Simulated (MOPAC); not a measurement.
A run for MOPAC: PM6 on H (SMILES [H]), 2S+1 = 2.

```
PM6 1SCF PRECISE CHARGE=0 UHF MS=0.5 THREADS=1
H

H      0.00000000 1     0.00000000 1     0.00000000 1
```

Output:

```
*******************************************************************************
 **                                                                           **
 **                              MOPAC v23.2.5                                **
 **                                                                           **
 *******************************************************************************
 ** MOPAC's Digital Object Identifier: https://doi.org/10.5281/zenodo.6511958 **
 **                                                                           **
 ** Please cite the open-source release paper for use of this MOPAC version:  **
 ** J. E. Moussa and J. J. P. Stewart (2026)                                  **
 ** MOPAC: An open-source semiempirical molecular orbital program             **
 ** J. Open Source Softw., 11(119), 8025, https://doi.org/10.21105/joss.08025 **
 *******************************************************************************

                              PM6 CALCULATION RESULTS

 *******************************************************************************
 *  PM6        - The PM6 Hamiltonian to be used
 *  UHF        - UNRESTRICTED HARTREE-FOCK CALCULATION
 *
 *
 *
 *                 CHARGE ON SYSTEM = 0
 *
 *
 *
 *  MS=        - IN MECI, MAGNETIC COMPONENT OF SPIN =  0.5
 *  PRECISE    - TIGHTER CRITERIA TO BE USED
 *  1SCF       - DO 1 SCF AND THEN STOP
 *  THREADS=1  - MULTI-THREADING NOT USED
 *  T=         - A TIME OF 172800.0 SECONDS REQUESTED
 *  DUMP=N     - RESTART FILE WRITTEN EVERY 7200.0 SECONDS REQUESTED
 *******************************************************************************
PM6 1SCF PRECISE CHARGE=0 UHF MS=0.5 THREADS=1
 H

   ATOM   CHEMICAL          X               Y               Z
  NUMBER   SYMBOL      (ANGSTROMS)     (ANGSTROMS)     (ANGSTROMS)

     1       H          0.00000000  *   0.00000000  *   0.00000000  *



          CARTESIAN COORDINATES

    NO.       ATOM           X           Y           Z

     1         H          0.0000      0.0000      0.0000

 General Reference for PM6:
 "Optimization of Parameters for Semiempirical Methods V: Modification of NDDO Approximations
 and Application to 70 Elements", J. J. P. Stewart, J. Mol. Mod., 13, 1173-1213 (2007)
 URL: https://link.springer.com/article/10.1007/s00894-007-0233-4

           Empirical Formula: H  =     1 atoms



      MOLECULAR POINT GROUP   :   R3


          UHF CALCULATION, NO. OF ALPHA ELECTRONS =    1
                           NO. OF BETA  ELECTRONS =    0

 -------------------------------------------------------------------------------
 PM6 1SCF PRECISE CHARGE=0 UHF MS=0.5 THREADS=1
 H



     1SCF WAS SPECIFIED, SO BFGS WAS NOT USED
     SCF FIELD WAS ACHIEVED


                              PM6 CALCULATION
                                                       MOPAC v23.2.5 Linux




          FINAL HEAT OF FORMATION =         52.10200 KCAL/MOL =     217.99477 KJ/MOL


          COSMO AREA              =         21.24 SQUARE ANGSTROMS
          COSMO VOLUME            =          9.20 CUBIC ANGSTROMS

          IONIZATION POTENTIAL    =         11.246958 EV
          ALPHA SOMO LUMO (EV)    =        -11.247
          NO. OF ALPHA ELECTRONS  =          1
          NO. OF BETA  ELECTRONS  =          0
          MOLECULAR WEIGHT        =          1.0079         POINT GROUP:  R3


          SCF CALCULATIONS        =          1





   ATOM   CHEMICAL          X               Y               Z
  NUMBER   SYMBOL      (ANGSTROMS)     (ANGSTROMS)     (ANGSTROMS)

     1       H          0.00000000  *   0.00000000  *   0.00000000  *

                             CARTESIAN COORDINATES

   1    H        0.000000000     0.000000000     0.000000000


           Empirical Formula: H  =     1 atoms



      MOLECULAR POINT GROUP   :   R3


          ALPHA EIGENVALUES
 -11.24696


           BETA EIGENVALUES
   3.20173


              NET ATOMIC CHARGES AND DIPOLE CONTRIBUTIONS

  ATOM NO.   TYPE          CHARGE      No. of ELECS.   s-Pop
    1          H           0.000000        1.0000     1.00000
 DIPOLE           X         Y         Z       TOTAL
 POINT-CHG.     0.000     0.000     0.000     0.000
 HYBRID         0.000     0.000     0.000     0.000
 SUM            0.000     0.000     0.000     0.000


          ATOMIC ORBITAL ELECTRON POPULATIONS

     Atom    s
    1  H   1.00000


                    (SZ)    =    0.500000
                    (S**2)  =    0.750000


          ATOMIC ORBITAL SPIN POPULATIONS

    Atom   Total    s
         Atomic
    1  H  1.0000  1.000

 **********************
 *                    *
 * JOB ENDED NORMALLY *
 *                    *
 **********************




 == MOPAC DONE ==
```

The run finished.

Cost: about 0.010 core-seconds (a rough figure).
